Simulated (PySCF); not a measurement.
Functional benchmark on one molecule

Molecule: `COC(OC)=O`, C$_{3}$H$_{6}$O$_{3}$.

Mapped SMILES: `[CH3:1][O:2][C:3](=[O:4])[O:5][CH3:6]` (H(Xn): hydrogen on atom n).

Geometry PBE0-D3(BJ)/def2-SVP throughout; GIAO in PySCF, gas phase, one conformer, non-relativistic; equivalent atoms averaged; basis pcSseg-2.

Reference values (measured; solution, THF-d8, 298 K; Fulmer et al., Organometallics 2010, 29, 2176): δ(H(C1)/H(C6)) = 3.69 ppm, δ(C3) = 156.9 ppm, δ(C1/C6) = 54.6 ppm. Computed shifts are taken against TMS, calculated as an isolated molecule at each level.

How do the functionals HF, LDA, PBE, BLYP, BP86, OPBE, KT2, KT3, B97-D, B3LYP, PBE0, mPW1PW91, WP04, B97-2, BHandHLYP, CAM-B3LYP, wB97X-D, LC-wPBE perform against the reference? Times are CPU seconds on shared hosts with different chips, so compare them loosely.

Results:


```csv
functional,kind,H(C1)/H(C6),C3,C1/C6,abs. error H,mean abs. error C,core-s
HF,Hartree–Fock,3.52,163.4,51.6,0.17,4.8,15
LDA,LDA,3.68,167.2,57.1,0.01,6.4,29
PBE,GGA,3.63,163.1,56.8,0.06,4.2,35
BLYP,GGA,3.68,164.2,57.2,0.01,4.9,36
BP86,GGA,3.63,162.9,56.9,0.06,4.1,37
OPBE,GGA,3.57,156.9,55.9,0.12,0.6,37
KT2,GGA,3.62,157.3,55.7,0.07,0.8,44
KT3,GGA,3.61,155.1,55.6,0.08,1.4,44
B97-D,GGA,3.65,159.3,56.5,0.04,2.2,43
B3LYP,global hybrid,3.63,165.8,56.2,0.06,5.3,34
PBE0,global hybrid,3.58,164.9,55.6,0.11,4.5,32
mPW1PW91,global hybrid,3.57,165.1,55.7,0.12,4.6,37
WP04,global hybrid,3.54,165.9,58.1,0.15,6.2,35
B97-2,global hybrid,3.58,162.2,55.6,0.11,3.1,32
BHandHLYP,global hybrid,3.59,166.6,54.6,0.10,4.8,31
CAM-B3LYP,range-separated hybrid,3.65,168.6,56.1,0.04,6.6,44
wB97X-D,range-separated hybrid,3.58,166.4,55.9,0.11,5.4,44
LC-wPBE,range-separated hybrid,3.59,170.6,56.3,0.10,7.7,58
```

For ¹H the closest is LDA (0.01 ppm, with BLYP practically level) and the furthest HF (0.17 ppm).

For ¹³C the closest is OPBE (0.6 ppm, with KT2 practically level) and the furthest LC-wPBE (7.7 ppm). One molecule is a small sample, and vibrational and solvent effects are absent from the calculation.
